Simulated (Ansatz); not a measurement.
The same path of CH6Si + H (9 atoms, charge 0, multiplicity 2) was run 3 times with different band settings. Lost on the way: H1–C2. Made: H1–H4.

The calculation used UKS r2SCAN-D4/def2-SVP (Ansatz).

Relaxed end points:

```xyz
9
Properties=species:S:1:pos:R:3
H -0.871 -0.398 0.921
C -0.366 -0.729 -0.002
Si 0.739 0.633 -0.678
H -1.729 0.091 2.857
H -1.142 -1.010 -0.730
H 0.218 -1.631 0.239
H -0.065 1.849 -1.013
H 1.778 1.018 0.326
H 1.437 0.178 -1.920
```

```xyz
9
Properties=species:S:1:pos:R:3
H -1.245 0.087 1.928
C -0.150 -1.048 -0.513
Si 0.735 0.567 -0.706
H -1.474 0.463 2.547
H -1.138 -1.238 -0.949
H 0.296 -1.909 0.000
H -0.245 1.688 -0.837
H 1.627 0.820 0.466
H 1.593 0.570 -1.936
```

Common settings: movable images 9; spring 5.0 eV/Å²; force threshold 0.05 eV/Å; iteration limit 60; end points relaxed.

| run | climbing image | optimiser | start path |
| --- | --- | --- | --- |
| 1 | yes | quadratic models (default) | through a guess of the saddle point |
| 2 | from the first iteration | fire | through a guess of the saddle point |
| 3 | yes | quadratic models (default) | straight line |

(1) What does each run give, and how far can it be trusted?

## Answers

(1) Run 1: converged after 10 iterations, highest image 0.265 eV above the first end. A vibrational analysis at the climbing image gives one clearly imaginary mode, 1069i cm⁻¹: a first-order saddle point.
Run 2: converged after 35 iterations, highest image 0.269 eV above the first end. The order of the stationary point at the top wasn't checked.
Run 3: converged after 13 iterations, highest image 0.264 eV above the first end. Another band between the same ends (9 images) ends at a top of the same energy, where a vibrational analysis finds 1 clearly imaginary mode.
